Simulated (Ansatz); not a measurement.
For Sb (P6₃/mmc, No. 194, 2 atoms in the cell; start mp-80; another form than the element's usual one), PBEsol in Ansatz (plane waves, PAW) gives:

| Item | Result |
|---|---|
| equilibrium lattice constant a | 3.316 Å |
| lattice parameter c | 5.485 Å |

What does r²SCAN+rVV10 (Ansatz, a first-principles code, PAW) give for the same quantities?


- lattice constant a: 3.337 Å (goes up by 0.6 %)
- lattice parameter c: 5.533 Å (grows by 0.9 %)

Changes are worked out from the printed values.

Unless a cell is named, each level is at its own relaxed cell (PBEsol 26.12, r²SCAN+rVV10 26.67 Å³/atom).

Caveats: the relaxation could not lower the start's symmetry, so the cell can be a saddle point above a distorted one (PBEsol, r²SCAN+rVV10). Ansatz's density-functional and Hartree–Fock values are scalar-relativistic unless marked +SOC, with PAW data made under PBE.

A start named mp-… is a Materials Project structure, which need not be a measured phase.
